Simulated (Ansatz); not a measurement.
The first iterations of a band of BClH2 + ClH (6 atoms, charge 0, multiplicity 1).

Computed with RKS PBE-D4/def2-SVP (Ansatz 0.2.0).

```json
{
  "movable images": "7",
  "climbing image": "yes",
  "spring": "5.0 eV/Å²",
  "optimiser": "quadratic models (default)",
  "start path": "through a guess of the saddle point",
  "force threshold": "0.05 eV/Å",
  "iteration limit": "60",
  "end points": "relaxed"
}
```

Image 0:

```xyz
6
Properties=species:S:1:pos:R:3
B 0.010 0.262 -0.070
H 0.112 0.714 1.051
H 0.961 0.013 -0.777
Cl -1.594 0.253 -0.802
Cl 0.189 -2.227 1.006
H -0.652 -1.915 1.946
```

Image 8:

```xyz
6
Properties=species:S:1:pos:R:3
B 0.010 -0.644 -0.608
H -0.443 0.319 2.353
H 1.043 -0.020 -0.557
Cl -1.479 0.177 -1.020
Cl 0.018 -2.362 -0.280
H -0.124 -0.370 2.467
```

| iteration | highest image above the first end (eV) | largest band force component (eV/Å) |
| --- | --- | --- |
| 1 | 1.841 | 4.040 |
| 2 | 0.718 | 2.004 |
| 3 | 0.280 | 1.323 |
| 4 | 0.418 | 4.246 |
| 5 | 0.290 | 1.999 |

Q: Does the band converge within its limit, and where does its top end?

A: It converged. It ended after 15 iterations with the highest image 0.313 eV above the first end. A vibrational analysis at the climbing image gives one clearly imaginary mode, 572i cm⁻¹: a first-order saddle point. The orbitals stay closed-shell, which can raise the energy where a bond breaks towards radicals; this wasn't checked here.

Run time: 120 s on 1 thread of Arm Neoverse V2 (shared host), peak memory 0.11 GiB.
